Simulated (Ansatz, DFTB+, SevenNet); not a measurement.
## fcc Cu, equilibrium lattice constant a

Reference value: 3.595 Å (measured, low-temperature or extrapolated to 0 K; zero-point anharmonic expansion removed; as tabulated in Csonka et al. (2009), arXiv:0903.4037).

### Question
Put these levels in order of the equilibrium lattice constant a that they give for fcc Cu, smallest first: BLYP (Ansatz, a first-principles code), GFN1-xTB (DFTB+), PBEsol-D3(BJ) (Ansatz), SevenNet-0 (SevenNet).

### Answer
PBEsol-D3(BJ) (3.510 Å), SevenNet-0 (3.613 Å), BLYP (3.702 Å), GFN1-xTB (3.792 Å)

Errors against the reference: GFN1-xTB +5.48 %, SevenNet-0 +0.50 %, BLYP +2.98 %, PBEsol-D3(BJ) -2.36 %.

GFN1-xTB: the method was fitted mainly to molecules. Ansatz's density-functional and Hartree–Fock values are scalar-relativistic unless marked +SOC, with PAW data made under PBE.

Machine-learned potentials (SevenNet-0) are trained on DFT data, which may include these solids.

Differences are worked out from the printed values.
